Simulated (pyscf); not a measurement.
A first-order saddle from PySCF, ωB97X-D3(BJ)/def2-SVP:

```
Si
H 1 1.4929
H 1 1.4971 2 119.18
H 1 1.4972 2 119.19 3 162.39
As 1 2.4853 2 96.37 3 -98.81
H 5 1.5268 1 90.53 2 179.95
Si 1 2.5397 2 86.04 3 81.19
H 7 1.4933 1 108.78 2 179.97
H 7 1.4934 8 109.96 4 92.07
H 7 1.4935 8 109.96 9 121.27
```
Charge 0, spin multiplicity 3.

Surface: triplet, charge 0. Lowest wavenumbers (cm⁻¹): 465i, 85, 87, 147, 182.

Q: Name the species on either side of this saddle.

A: AsH [triplet] + H₃Si–SiH₃ <-> H₃Si–AsH• + SiH₃•, a substitution at Si read from left to right: Si–Si broken and As–Si formed. At ωB97M-D3(BJ)/def2-TZVP it lies +19.9 kcal/mol from the left side and +4.0 kcal/mol from the right (each side as separated species at their lowest minima found). H₃Si–AsH• + SiH₃• also meet on a surface of lower spin, which isn't treated here. This is the saddle that the search found; another between the same sides may lie lower. The angle at the attacked Si is 178°. Elements up to Kr have no core potential and no relativistic terms here.
